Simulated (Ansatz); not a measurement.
## Structure relaxation of AsAu3

Level of theory: Ansatz, DFT PBE, scalar-relativistic, plane waves, PAW. Cutoff 420 eV, Γ-centred k mesh, Gaussian smearing, no spin polarisation in the final step.

This is the end of a relaxation of cell and atoms.

```
CELL_PARAMETERS angstrom
5.94877 0.00000 0.00000
-2.97439 5.15179 0.00000
0.00000 0.00000 4.79363
ATOMIC_POSITIONS crystal
As 0.66667 0.33333 0.25000
As 0.33333 0.66667 0.75000
Au 0.33298 0.16649 0.75000
Au 0.83351 0.16649 0.75000
Au 0.83351 0.66702 0.75000
Au 0.66702 0.83351 0.25000
Au 0.16649 0.83351 0.25000
Au 0.16649 0.33298 0.25000
```

Formation energies are uncorrected and refer to the elements' standard structures at the same level.

(1) What space group does it have?

(2) What is its formation energy per atom?

(3) Is it a metal?

## Answers

(1) P6_3/mmc (No. 194). Conventional cell: a = 5.949 Å, c = 4.794 Å. Around As lie 12 Au at 2.95–2.97 Å; around Au lie 8 Au at 2.95–2.98 Å and 4 As at 2.95–2.97 Å.

(2) 0.16 eV/atom.

(3) Yes, bands cross the Fermi level on the 6×6×8 mesh.

The final run used a 6×6×8 mesh on its 8-atom cell and 0.10 eV smearing. For metals, differences of a few meV/atom aren't resolved. Spin–orbit coupling is left out.

Cost: 2 runs of about 0.74 core-minutes in all, on AMD EPYC 9B45 (Zen 5) (shared hosts).